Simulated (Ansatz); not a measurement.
We consider hcp Sc, described by PBE (plane waves, PAW; Ansatz, an electronic-structure program).

Numerical settings: plane-wave cutoff 520 eV, 24×24×12 k mesh (along the axes of the cell as run), Fermi–Dirac smearing 0.022 eV (set by the program), scalar-relativistic PAW data made under PBE.

Computed at the level's own relaxed cell.

Q: What does this level give for the elastic constant C66, elastic constant C12, elastic constant C13, elastic constant C11, elastic constant C33 and elastic constant C44?

A: 
elastic constant C66: 31.5 GPa
elastic constant C12: 37.7 GPa
elastic constant C13: 27.4 GPa
elastic constant C11: 101 GPa
elastic constant C33: 103 GPa
elastic constant C44: 29.6 GPa

Measured, for comparison: elastic constant C13 29 GPa, elastic constant C11 99 GPa, elastic constant C33 107 GPa, elastic constant C44 28 GPa (temperature not stated, no zero-point or thermal correction; as tabulated in Mehl and Papaconstantopoulos (1996), arXiv:mtrl-th/9602003). Computed (rounded) less measured: elastic constant C13 -6 %, elastic constant C11 +2 %, elastic constant C33 -4 %, elastic constant C44 +6 %. A static lattice is as a rule a little smaller and stiffer than an uncorrected measurement, which narrows the difference in the elastic constant C11, elastic constant C44 and would widen misses of the other sign.

Elastic constants are with the ions relaxed.
